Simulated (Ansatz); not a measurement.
A calculation on rock-salt TiC returned lattice constant a 4.261 Å, bulk modulus 282 GPa.

For reference: lattice constant a 4.33 Å (measured, temperature not stated, no zero-point or thermal correction; as tabulated in Zhang et al. (2018), doi:10.1088/1367-2630/aac7f0); bulk modulus 240 GPa (measured, temperature not stated, not corrected to a static lattice, our sources range from 235 to 268; as tabulated in Krasnenko and Brik (2013), arXiv:1306.3139).

Question: Which level of theory produced these numbers?
A) r²SCAN+rVV10 (Ansatz (a quantum-chemistry and plane-wave program))
B) PBE0 (Ansatz)
C) B3LYP (VWN-RPA form) (Ansatz)
D) LDA (Ansatz)

Answer: D, LDA (Ansatz)

The others give: PBE0 4.304 Å, 278 GPa; B3LYP (VWN-RPA form) 4.343 Å, 258 GPa; r²SCAN+rVV10 4.321 Å, 266 GPa.

Unless a cell is named, each level is at its own relaxed cell (B3LYP (VWN-RPA form) 10.24, LDA 9.67, PBE0 9.96, r²SCAN+rVV10 10.08 Å³/atom).

Ansatz's density-functional and Hartree–Fock values are scalar-relativistic unless marked +SOC, with PAW data made under PBE.
